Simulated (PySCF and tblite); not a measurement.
C6H10, numbered as in [CH:1]#[C:2][CH2:3][CH2:4][CH2:5][CH3:6].

Search: ETKDG and KDG, MMFF94s, GFN2-xTB, 90 starts; geometries at GFN2-xTB. Energies: CAM-B3LYP-D3(BJ)/pcSseg-1 (IEF-PCM, chloroform), with GFN2-xTB thermal terms (modes under about 100 cm⁻¹ blended into free rotors). Symmetry numbers and mirror images are counted. Conformers within 3 kcal/mol (GFN2-xTB free energy) were kept, 10 at most. GIAO shieldings: CAM-B3LYP/pcSseg-1 (IEF-PCM, chloroform). Shifts are against TMS (¹H), TMS (¹³C) at the same level. Run with PySCF (density fitting) and tblite.

Torsions listed: C2–C3–C4–C5, C3–C4–C5–C6. Of a mirror pair one member is shown.

```
conformer        shape  weight %  dipole D
        1   65°, -179°      37.7      0.92
        2   180°, 180°      26.7      1.07
        3     60°, 67°      18.0      0.90
        4  -175°, -66°      16.5      1.10
        5    -81°, 67°       1.1      0.99
```

How do the computed shifts compare with measured ones?


```tsv
nucleus	signal	leading conformer	average	measured	medium
¹³C	C1	76.5	76.0	66	not stated per compound (mostly CDCl3 or CCl4)
¹³C	C2	93.8	93.6	83	not stated per compound (mostly CDCl3 or CCl4)
```

Measured values: Pretsch, Buehlmann, Badertscher, Structure Determination of Organic Compounds, 4th ed. (2009). Mean difference for ¹³C: 10.30 ppm, scatter 0.30 ppm. The computed shifts are unscaled and lack vibrational corrections.
